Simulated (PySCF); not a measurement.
Compound: C3H4NO (doublet state).
Geometry (GFN2-xTB, Å), atoms numbered from 1 in this order:
```
atom  x, y, z in Å
C1     1.6959    0.3954   -0.0445
C2     0.6251    0.2544    0.6759
N3    -0.5839   -0.3331    0.6153
C4    -1.4816   -0.1667   -0.4107
O5    -1.2571    0.4091   -1.4449
H6     1.8961   -0.1975   -0.9358
H7     2.4743    1.0847    0.2367
H8    -0.8973   -0.8203    1.4460
H9    -2.4579   -0.6199   -0.1632
```

The hyperfine couplings belong to this conformer and change with its torsions.

Identity: `[C](=C)NC=O` [radical].

Method used: UKS B3LYP, pcH-1 on C H N O, non-relativistic, mean-field spin-orbit, GIAO (PySCF 2.14.0). One conformer (not necessarily the lowest) at the GFN2-xTB geometry, without solvent, vibrations or thermal averaging. The geometry wasn't refined by DFT: couplings that depend on bond lengths, twists or pyramidal angles can differ widely from those at the functional's own minimum. The frame is twisted about the C1–C2 bond at this geometry (dihedral H6–C1–C2–N3 = -13°); couplings at other torsion angles weren't computed. The SCF solution wasn't tested for stability.

Where do the isotropic ENDOR lines of N3, H6, H7, H8 and H9 fall at 1219.6 mT, to first order?

For S = 1/2 in fast tumbling each set of equivalent nuclei gives two lines, ν± = |νn ± a/2| to first order, with νn = g_N μN B/h and μN/h = 7.62259 MHz/T.

```json
{"nuclei": "N3", "isotope": "14N", "g_N": "0.4038", "νn (MHz)": "3.75", "a_iso (MHz)": "10.43", "lower line (MHz)": "1.46", "upper line (MHz)": "8.97"}
{"nuclei": "H6", "isotope": "1H", "g_N": "5.5857", "νn (MHz)": "51.93", "a_iso (MHz)": "145.88", "lower line (MHz)": "21.01", "upper line (MHz)": "124.87"}
{"nuclei": "H7", "isotope": "1H", "g_N": "5.5857", "νn (MHz)": "51.93", "a_iso (MHz)": "76.90", "lower line (MHz)": "13.48", "upper line (MHz)": "90.38"}
{"nuclei": "H8", "isotope": "1H", "g_N": "5.5857", "νn (MHz)": "51.93", "a_iso (MHz)": "12.57", "lower line (MHz)": "45.64", "upper line (MHz)": "58.21"}
{"nuclei": "H9", "isotope": "1H", "g_N": "5.5857", "νn (MHz)": "51.93", "a_iso (MHz)": "5.49", "lower line (MHz)": "49.18", "upper line (MHz)": "54.67"}
```

Which pairs are centred on the nuclear Larmor frequency, and which on half the coupling?

Centred on νn, since |a| < 2νn: H7, H8 and H9. Centred on |a|/2 and split by 2νn: N3 and H6.

The largest Mulliken spin populations are on C2 (+0.85), C1 (-0.09), H6 (+0.08) and O5 (+0.08). No atom but C2 exceeds +0.15. The positive populations add up to 1.09 and the negative ones to -0.09, together 2S = 1.
